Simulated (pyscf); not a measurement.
Thermochemistry of product channels of SiH₄ (SMILES [SiH4]) + HC≡CH (SMILES C#C) on the singlet surface, in eV, from ωB97M-D3(BJ)/def2-TZVP energies (ideal gas, 1 atm, RRHO with modes under 100 cm⁻¹ raised to 100, one conformer, R ln 2 for rigid chiral ones). Optimised with ωB97X-D3(BJ)/def2-SVP in PySCF.

```
products                                           ΔE  ΔH(298 K)  ΔG(600 K)  ΔG(1200 K)
-------------------------------------------------  --  ---------  ---------  ----------
H₂C=CH–SiH₃ (SMILES C=C[SiH3])                      ?      -1.79      -1.06       -0.32
HC≡C–SiH₃ (SMILES C#C[SiH3]) + H₂ (SMILES [H][H])   ?      -0.23      -0.21       -0.25
```

Task: Fill in the missing entries.

Result: 
- H₂C=CH–SiH₃ (SMILES C=C[SiH3]), ΔE: -1.97
- HC≡C–SiH₃ (SMILES C#C[SiH3]) + H₂ (SMILES [H][H]), ΔE: -0.12

These are energies of the channels, which say nothing of barriers.
